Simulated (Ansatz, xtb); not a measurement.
## Two structures of AlH3OSi+

Structure I: a doublet given by its coordinates. Structure II: a doublet given by its coordinates. Both are isolated ions in the gas phase, relaxed with B3LYP-D3(BJ)/6-311G**.

I (Å):

```yaml
atoms:
  - { symbol: Al, position_ang: [-1.0225, -2.3452, -3.2946] }
  - { symbol: O, position_ang: [-0.6824, -1.4734, -1.7473] }
  - { symbol: Si, position_ang: [-0.2997, -0.7776, -0.3986] }
  - { symbol: H, position_ang: [-2.3706, -1.8067, -3.9367] }
  - { symbol: H, position_ang: [-0.7619, -1.3660, 0.8644] }
  - { symbol: H, position_ang: [0.5633, 0.4095, -0.4279] }
```

Close contacts (Å): Al1–O2 1.81, O2–Si3 1.57, Al1–H4 1.59, Si3–H5 1.47, Si3–H6 1.47.

II (Å):

```xyz
6

Al   -2.8648   -1.2643   -1.3009
O    -1.2321   -1.5846   -2.3512
Si   -0.3082   -0.8992   -1.0007
H    -0.8849   -1.9277   -3.1915
H     0.5486   -1.9342   -0.3949
H     0.3413    0.3569   -1.4159
```

Close contacts (Å): Al1–O2 1.97, Al1–Si3 2.60, O2–Si3 1.77, O2–H4 0.97, Si3–H5 1.47, Si3–H6 1.47.

Energies in hartree; the thermal terms are from B3LYP-D3(BJ)/6-311G** harmonic frequencies (ideal gas, rigid rotor, one conformer each, 298.15 K, 1 atm) and include the zero-point energy:

```
                              I           II
E, CCSD(T)/def2-SVP  −607.355280  −607.351075
  zero-point energy     0.026189     0.030394
       H(298 K) − E     0.032578     0.036465
       G(298 K) − E    −0.002303     0.001964
```

Task: Work out ΔE, ΔE₀, ΔH and ΔG for I → II in kJ/mol (1 Eh = 2625.50 kJ/mol) and the equilibrium ratio [II]/[I].

Result: 1. ΔE = −607.351075 − (−607.355280) = +0.004205 Eh = +11.04 kJ/mol.
2. ΔE₀ = ΔE + ΔZPE = +0.004205 + (+0.004205) Eh = +22.08 kJ/mol.
3. ΔH = ΔE + (+0.003887) Eh = +21.25 kJ/mol.
4. ΔG = ΔE + (+0.004267) Eh = +22.24 kJ/mol, so ΔS = (ΔH − ΔG)/T = −3.3 J/(mol K).
5. kT = 0.9442 mEh, so K = [II]/[I] = exp(−ΔG/kT) = exp(−8.97) ≈ 1.3 × 10^−4.

Structure I is favoured at this temperature. An error of 4 kJ/mol in ΔG would change K by a factor of 5. Mirror images and further conformers aren't counted.

Other levels gave ΔE = +8.7 (B3LYP-D3(BJ)/6-311G**); +40.1 (HF/def2-SVP); +31.9 (MP2/def2-SVP) kJ/mol. Open shells are spin-unrestricted, with notable spin contamination. The correlated steps freeze 11 core orbitals. Programs: Ansatz 0.2.0.
